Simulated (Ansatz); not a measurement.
Input for Ansatz (development build ahead of 0.2.0):

```yaml
crystal:
  periodic: [false, false, false]
  atoms:
    - { symbol: H, position_ang: [-0.00919, 0.00392, -0.02435] }
    - { symbol: O, position_ang: [1.20132, 0.04428, 0.0345] }
    - { symbol: O, position_ang: [-1.18625, -0.03808, 0.04] }
    - { symbol: H, position_ang: [1.61447, 0.8017, 0.47538] }
    - { symbol: H, position_ang: [-1.59831, -0.79535, 0.47049] }
    - { symbol: H, position_ang: [1.73323, -0.23854, -0.73017] }
    - { symbol: H, position_ang: [-1.74113, 0.243, -0.71857] }
basis:
  gaussian: { orbitals: cc-pVTZ }
total_charge: 1
hamiltonian:
  xc: hf
correlation:
  method: mp2
  frozen_orbitals: { H: 0, O: 1 }
```

The input is written out in the form of the current development build from the run's settings.

Results

```yaml
Converged: yes
Reference_energy: -152.44437 hartree
Correlation_energy: -0.52862 hartree
Total_energy: -152.97299 hartree
Spin_squared_of_the_determinant: 0.000
```
